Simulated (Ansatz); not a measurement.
System: C2H2Cl, charge 0, doublet. C2H2Cl (SMILES C=[C]Cl, doublet).
B3LYP-D3(BJ)/def2-TZVP minimum from Ansatz (an electronic-structure program):
```xyz
5

C      0.0924     0.6987    -0.0099
C      1.3520     1.0534    -0.0189
Cl    -0.7322    -0.7609     0.0128
H      2.1572     0.3219    -0.0114
H      1.6238     2.1015    -0.0342
```
Charge 0, spin multiplicity 2.

Wanted: atomisation energy (electronic, to ground-state atoms), in kJ/mol. Radicals and triplets start from unrestricted determinants; spin-orbit coupling is neglected. CBS(X,Y): correlation extrapolated as X^-3, Hartree-Fock from the larger set (Q,5: extrapolated as (X+1)exp(-9√X)). A bracket is a step between two methods taken in the basis named. The functionals are non-relativistic, so their misses hold any scalar relativity. Double hybrids freeze cores in their MP2 part. 'core' is core correlation in cc-pwCVTZ (1s frozen past Ne), 'X2C' scalar relativity in cc-pVTZ-DK, both at CCSD(T). For partners of very few electrons the exact lower level stands in for a higher one. The UHF reference of C2H2Cl (C=[C]Cl, doublet) is spin-contaminated (<S^2> up to 0.21 over the pure value in the sets run).

CCSD(T)/CBS(cc-pV(Q+d)Z,cc-pV(5+d)Z) + [CCSDT(Q) - CCSD(T)]/cc-pV(D+d)Z + core + X2C (Ansatz) gives 1794.6 kJ/mol.

Question: What does PBE/def2-TZVPD (Ansatz) give here, and how do the other levels compare?

Answer: PBE gives 1873.6 kJ/mol, 79.0 kJ/mol above it. Differences of the others: B3LYP/def2-TZVPD (Ansatz) -9.0; wB97M-V/def2-TZVPD (Ansatz) -1.4; B2PLYP/def2-TZVPD (Ansatz) -22.3; CCSD(T)/CBS(cc-pV(Q+d)Z,cc-pV(5+d)Z) + core + X2C (Ansatz) -4.2 kJ/mol. Nearer than PBE: B3LYP/def2-TZVPD, wB97M-V/def2-TZVPD, B2PLYP/def2-TZVPD, CCSD(T)/CBS(cc-pV(Q+d)Z,cc-pV(5+d)Z) + core + X2C.
